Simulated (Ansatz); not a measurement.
## Al$_{2}$H, doublet in cc-pVTZ: errors against UCCSDT(Q)

Geometry: displaced at random from a stationary point.

```yaml
atoms:
  - { symbol: Al, position_ang: [-0.0154, -0.0090, 0.3742] }
  - { symbol: Al, position_ang: [-0.0163, -0.0252, -2.3139] }
  - { symbol: H, position_ang: [0.0317, 0.0342, 1.9397] }
```

Basis cc-pVTZ; Ansatz 0.2.0. Correlated methods freeze the noble-gas cores, which leaves 7 electrons in 72 orbitals. Prefix R: restricted or restricted open-shell reference; prefix U: unrestricted. Active spaces: valence = (7e, 9o) chosen from the atoms' valence shells.

Full CI isn't at hand for all of this; UCCSDT(Q) serves as the reference, and is uncertain by about the last step of the cluster series. The frozen core follows each run's orbitals, which can shift R against U totals by a few meV.

Unrestricted rows (U) aren't spin-pure: their determinants' ⟨S²⟩ exceeds S(S+1) by up to 0.39, so they mix in states of higher spin. HF rows are the lowest solutions found. Coupled cluster chose its determinant by trial CCSD, here up to 0.04 eV above the lowest Hartree–Fock solution of its kind, and MP2 stands on that determinant too.

```
UHF ⟨S²⟩                            : 1.138
⟨S²⟩ of the determinant under UCCSD : 0.791
T1 diagnostic (RCCSD)               : 0.0235
largest doubles amplitude (RCCSD)   : 0.070
T1 diagnostic (UCCSD)               : 0.0299
```

| level | E − E(UCCSDT(Q)) (kJ/mol) | share of correlation (%) | wall time |
| --- | --- | --- | --- |
| RHF | 409.2 | 0.00 | – |
| UHF | 396.2 | 3.17 | 26 s |
| RMP2 | 102.1 | 75.06 | – |
| UMP2 | 105.6 | 74.19 | – |
| RCCSD | 22.0 | 94.63 | – |
| UCCSD | 21.7 | 94.70 | – |
| RCCSD(T) | 5.2 | 98.74 | 85 s |
| UCCSD(T) | 5.3 | 98.71 | 1.8 min |
| BCCD(T) | 5.1 | 98.75 | 39 s |
| RCCSDT | 1.1 | 99.74 | – |
| UCCSDT | 1.0 | 99.75 | – |
| RCCSDT(Q) | 0.0 | 99.99 | 2.5 min |
| CASSCF (valence space) | 227.1 | 44.51 | – |
| NEVPT2 (valence space) | 68.0 | 83.39 | 18 s |

The correlation energy at UCCSDT(Q), counted from RHF, is -4.241 eV. That run took 3.4 min on 1 thread of AMD EPYC, shared host.

Times hold each run's SCF and search for its determinant on a shared host, so for small cases they say little of a method's own cost; they ran on 1 thread of AMD EPYC.

Natural occupations of CASSCF (valence space) about the gap: 1.977 1.935 1.870 0.992 0.071 0.053 0.048 0.039 0.014; effectively unpaired electrons, Σ n²(2−n)², 1.12.
